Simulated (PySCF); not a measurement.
B: ionisation energy

B [He] 2s2 2p1 [2p1/2^1, M_J = 1/2] → B⁺ [He] 2s2, as a difference of total energies. Calculation: PySCF 2.14, in x2c-QZVPPall-2c (7s4p3d2f1g, 57 functions); the two-component X2C-1e Hamiltonian. Correlated levels: 1s2 frozen; the 2 highest virtual spinors dropped. "Screened" scales the spin-orbit matrix elements by Boettger's factors to mimic the two-electron term; Breit and QED terms are absent.

```
                    method  ionisation energy (eV)
           GHF (spin-free)                   8.073
          GMP2 (spin-free)                   8.280
 GHF (screened spin-orbit)                   8.074
GMP2 (screened spin-orbit)                   8.282
```

How much does correlation contribute at GMP2 (screened spin-orbit)?

8.282 − (8.074) = 0.208 eV, measured against GHF (screened spin-orbit).

Errors of the correlated levels include the incompleteness of this basis and the frozen core.

The determinant of B mixes levels of different J (the jj label is only the starting occupation), so the difference between spin-free and spin-orbit rows is not the physical spin-orbit shift.

For comparison: 8.298 eV (measured; NIST Atomic Spectra Database, ionization energies).
